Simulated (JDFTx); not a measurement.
Input for JDFTx (a modified build): allene, C3H4 (SMILES C=C=C), charge 0, multiplicity 1, CANDLE, acetonitrile, 1 M KCl; lengths in bohr, energies in hartree. The run starts from orbitals saved by an earlier run of the same system.

```
lattice \
  24.0940080890 0.0000000000 0.0000000000 \
  0.0000000000 19.8421243086 0.0000000000 \
  0.0000000000 0.0000000000 19.8421243086
coords-type Cartesian
ion C -2.4429258376 -0.0010273210 0.0034395734 0
ion C 0.0016426981 0.0061097015 0.0034452053 0
ion C 2.4460950545 0.0042756060 0.0037852696 0
ion H -3.5115912514 -1.3270199312 -1.1149871529 0
ion H -3.5185449521 1.3270199312 1.1127023113 0
ion H 3.5176890513 -1.1151771016 1.3262382922 0
ion H 3.5185449521 1.1138434482 -1.3262382922 0
ion-species pseudo/c_pbe_v1.2.upf
ion-species pseudo/h_pbe_v1.4.upf
elec-cutoff 20 100
elec-ex-corr gga-PBE
symmetries none
elec-n-bands 8
electronic-minimize nIterations 150 energyDiffThreshold 1e-7
fluid LinearPCM
pcm-variant CANDLE
fluid-solvent CH3CN
fluid-cation K+ 1
fluid-anion Cl- 1
fluid-minimize nIterations 400 knormThreshold 1e-11
wavefunction read s0.wfns 11
dump-name s8.$VAR
dump End State Ecomponents EigStats BandEigs Forces ElecDensity IonicPositions FluidDebug
```

The log closes as follows.

```
[...]
ElecMinimize: Iter:   7  Etot: -19.425546246278955  |grad|_K:  2.550e-07  alpha:  1.068e+00  linmin: -5.712e-06
ElecMinimize: Iter:   8  Etot: -19.425546265039824  |grad|_K:  1.114e-07  alpha:  9.235e-01  linmin: -1.497e-01
ElecMinimize: Iter:   9  Etot: -19.425546270075262  |grad|_K:  6.360e-08  alpha:  1.141e+00  linmin: -1.779e-04
ElecMinimize: Converged (|Delta Etot|<1.000000e-07 for 2 iters).

# Ionic positions in cartesian coordinates:
ion C  -2.442925837600000  -0.001027321000000   0.003439573400000 0
ion C   0.001642698100000   0.006109701500000   0.003445205300000 0
ion C   2.446095054500001   0.004275606000000   0.003785269600000 0
ion H  -3.511591251400001  -1.327019931200000  -1.114987152900000 0
ion H  -3.518544952100001   1.327019931200000   1.112702311300000 0
ion H   3.517689051300001  -1.115177101600000   1.326238292200000 0
ion H   3.518544952100001   1.113843448200000  -1.326238292200000 0

# Forces in Cartesian coordinates:
force C  -0.006478543954569   0.000343292745133  -0.000103363704299 0
force C  -0.000092632747167  -0.000281695990279   0.000059519462159 0
force C   0.006480871580428  -0.000062180592153  -0.000187750962584 0
force H  -0.006698229185456  -0.009419878968558  -0.007815175129695 0
force H  -0.006812379039184   0.009282156490820   0.007917152271113 0
force H   0.006768552133180  -0.007821932043904   0.009481543304656 0
force H   0.006828259079502   0.007969752869376  -0.009348229364468 0

# Energy components:
   A_diel =       -0.0087411204335232
   Eewald =       15.2823370858218901
       EH =       29.7763710044512671
     Eloc =      -71.8005156205068289
      Enl =        2.3578994680697924
      Exc =       -6.7939823665857331
 Exc_core =        0.1010311058064877
       KE =       11.6600541733013898
-------------------------------------
     Etot =      -19.4255462700752624


	eMin: -0.715677 at state 0 ( [ +0.000000 +0.000000 +0.000000 ] spin 0 )
	HOMO: -0.234840 at state 0 ( [ +0.000000 +0.000000 +0.000000 ] spin 0 )
```

The run took 10 electronic cycles (a count that differs between repeats, as do the digits past 10⁻⁶ Ha); the highest occupied level lies at -6.39 eV from the bulk liquid; the total lies -0.21 eV from the vacuum run at this geometry.
